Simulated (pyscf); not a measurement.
**Routes from H₂Ga–AsH₂ + H₂**

Candidate steps break at most two bonds and form at most two. Each was searched with GFN2-xTB (tblite) first. Single points on ωB97X-D3(BJ)/def2-SVP structures (PySCF, gas phase). Energies: ωB97M-D3(BJ)/def2-TZVP, kcal/mol, from the separated reactants, singlet surface; ΔG‡ with ideal gas, 1 atm, RRHO with modes under 100 cm⁻¹ raised to 100, one conformer, R ln 2 for chiral ones without a mode under 150 cm⁻¹.

| products | type | ΔE‡ | ΔE | ΔG‡ 298 K | ΔG‡ 900 K | ν‡ (cm⁻¹) |
|---|---|---|---|---|---|---|
| H₂Ga–AsH₂ + H₂ | four-centre exchange | 27.9 | 0.0 | 37.1 | 55.5 | 1523i |
| AsH₃ + GaH₃ | four-centre exchange | 30.0 | +8.9 | 39.1 | 57.5 | 1287i |

Row 2: On the product side the descent ends in a complex, 5.5 kcal/mol under the separated species and 22.5 kcal/mol under the saddle at ωB97X-D3(BJ)/def2-TZVP. 

Plain bond fissions and candidates not yet searched are not listed, and one of them may be faster. Each barrier is that of the saddle found; lower ones may exist. Elements up to Kr have no core potential and no relativistic terms here.
